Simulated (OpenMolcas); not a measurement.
**NO2F (SMILES O=[N+]([O-])F) at revPBE/6-31G (RICD fitting, fitting threshold 0.001)**

Aim: the energy change on altering one bond length of NO2F at revPBE/6-31G (RICD fitting, fitting threshold 0.001), from 2 runs. 

The calculation is run with OpenMolcas 26.06.

### Step 1. Starting point

The species is NO2F (4 atoms), meant as a singlet with charge 0. As SMILES, `O=[N+]([O-])F`. Geometry: relaxed at GFN2-xTB.

Bond lengths: O1–N2 1.145 Å, N2–O3 1.145 Å. Angles: O1–N2–O3 140.2°. A long bond or contact: N2–F4 1.545 Å.

### Step 2. A single-point energy at revPBE/6-31G (RICD fitting, fitting threshold 0.001)

geom.xyz reads:

```xyz
4

O      0.188740     0.465950     1.115660
N      0.109710    -0.098240     0.122020
O      0.475520    -1.064170    -0.373030
F     -0.773970     0.696460    -0.864650
```

job.input reads:

```
&GATEWAY
 BasLib=$CurrDir
 Coord=geom.xyz
 Basis=6-31G
 Group=NoSym
 RICD
 CDThreshold=0.001

&SEWARD

&SCF
 KSDFT=revPBE
 PrOrbitals=1 1
```

The basis set 6-31G is read from a file made from the Basis Set Exchange's data (not shown).

Started as:

```console
$ export MOLCAS_MEM=1860
$ pymolcas job.input > job.log
```

What it wrote:

```text
--- Start Module: gateway ---
[...]
--- Stop Module: gateway /rc=_RC_ALL_IS_WELL_ ---
--- Start Module: seward ---
[...]
      Basis functions           36
--- Stop Module: seward /rc=_RC_ALL_IS_WELL_ ---
--- Start Module: scf ---
[...]
       Convergence after  17 Iterations
[...]
::    Total KS-DFT energy                            -304.7047163347
[...]
      Total spin, S                                     0.0000000000
[...]
      Total electronic charge=   32.000000
      Total            charge=   -0.000000
[...]
      Dipole Moment (debye):
      Origin of the operator (angstrom)=   -0.0391    0.0352   -0.0437
                   X=  6.5548E-01               Y= -5.8892E-01               Z=  7.3120E-01           Total=  1.1450E+00
      Quadrupole Moment (debye*angstrom):
[...]
--- Stop Module: scf /rc=_RC_ALL_IS_WELL_ ---
[...]
```

Wall time 2.7 s (1 thread of Arm Neoverse V2, shared host); peak memory 0.093 GiB.

### Step 3. The distorted shape at the same level

geom.xyz reads:

```xyz
4

O      0.228258     0.748066     1.612517
N      0.109710    -0.098240     0.122020
O      0.475520    -1.064170    -0.373030
F     -0.773970     0.696460    -0.864650
```

job.input reads:

```
&GATEWAY
  BasLib=$CurrDir
  Coord=geom.xyz
  Basis=6-31G
  Group=NoSym
  RICD
  CDThreshold=0.001

&SEWARD

&SCF
  KSDFT=revPBE
  PrOrbitals=1 1
```

The basis set 6-31G is read from a file made from the Basis Set Exchange's data (not shown).

Started as:

```console
$ export MOLCAS_MEM=1860
$ pymolcas job.input > job.log
```

What it wrote:

```text
--- Start Module: gateway ---
[...]
--- Stop Module: gateway /rc=_RC_ALL_IS_WELL_ ---
--- Start Module: seward ---
[...]
      Basis functions           36
--- Stop Module: seward /rc=_RC_ALL_IS_WELL_ ---
--- Start Module: scf ---
[...]
       Convergence after  23 Iterations
[...]
::    Total KS-DFT energy                            -304.6296018302
[...]
      Total spin, S                                     0.0000000000
[...]
      Total electronic charge=   32.000000
      Total            charge=   -0.000000
[...]
      Dipole Moment (debye):
      Origin of the operator (angstrom)=   -0.0294    0.1046    0.0786
                   X=  3.8255E-01               Y= -1.1812E+00               Z= -7.6502E-01           Total=  1.4583E+00
      Quadrupole Moment (debye*angstrom):
[...]
--- Stop Module: scf /rc=_RC_ALL_IS_WELL_ ---
[...]
```

Run time: 3.3 s. Hardware: 1 thread of Arm Neoverse V2, shared host; peak memory 0.093 GiB.

### Step 4. Results

Level: revPBE/6-31G (RICD fitting, fitting threshold 0.001).

| quantity | value |
| --- | --- |
| first shape: total energy | -304.70472 Eh |
| first shape: dipole moment | 1.15 D |
| first shape: HOMO energy | -8.18 eV |
| first shape: LUMO energy | -3.49 eV |
| first shape: HOMO–LUMO gap | 4.69 eV |
| distorted shape: total energy | -304.62960 Eh |
| distorted shape: dipole moment | 1.46 D |
| distorted shape: HOMO energy | -7.12 eV |
| distorted shape: LUMO energy | -5.46 eV |
| distorted shape: HOMO–LUMO gap | 1.66 eV |
| energy change with the O1–N2 bond stretched from 1.145 to 1.718 Å | 2.044 eV |

With the O1–N2 bond stretched from 1.145 to 1.718 Å the energy rises by 2.04 eV (47 kcal/mol). The first shape isn't relaxed at this level, so the change isn't measured from a minimum. A restricted reference can't describe the breaking bond well at this length. Mulliken charges (distorted shape) run from -0.16 on O1 to +0.41 on N2; they depend strongly on the basis.
